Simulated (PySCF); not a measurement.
# C4H8F2 ((CH3)2CHCHF2): the cost of one run

The runs use PySCF 2.14.0, with density-fitted response routines of our own; the level of theory stands in each step. All values are computed, except where a source is named. Atoms count from 0, in the outputs and in this text.

## Step 1: The starting structure

14 atoms, charge 0, multiplicity 1; geometry from: MMFF94s. The atoms were then displaced at random by about 0.03 Å, so the start is not that level's minimum.

Bonds of the start (Å): C0–C1 1.45, C1–C2 1.56, C1–C3 1.58, C3–F4 1.37, C3–F5 1.42, C0–H6 1.12, C0–H7 1.13, C0–H8 1.14, C1–H9 1.07, C2–H10 1.04, C2–H11 1.09, C2–H12 1.05, C3–H13 0.97.

## Step 2: Optimising the geometry at PBE0-D3(BJ)/def2-SVP

What the job is given:

```
{"job": {"xc": "PBE0", "basis": "def2-SVP", "d3": "d3bj", "grid": 1, "shake": 0.03, "kind": "geom"}, "charge": 0, "multiplicity": 1}
C     -0.011470     1.384080    -0.130940
C      0.212090    -0.034390    -0.361860
C     -1.131510    -0.815450    -0.543770
C      1.159110    -0.563800     0.788140
F      1.346150    -1.895520     0.542840
F      0.341850    -0.506540     1.948170
H     -0.631020     1.617040     0.767630
H      0.900800     2.053340    -0.070910
H     -0.644910     1.882850    -0.930090
H      0.799680    -0.142460    -1.249970
H     -1.675590    -0.440090    -1.341670
H     -1.680990    -0.730920     0.396900
H     -0.949560    -1.837880    -0.727990
H      1.945940    -0.014080     0.956760
```

Launch:

```console
OMP_NUM_THREADS=1 python probes_run.py task.json out
```

The driver reads the jobs from task.json and runs them one after another.

Q: Estimate the wall time and peak memory of this first job on 1 thread of Arm Neoverse V1, shared host.

About 42 s, with a peak of 0.49 GiB.
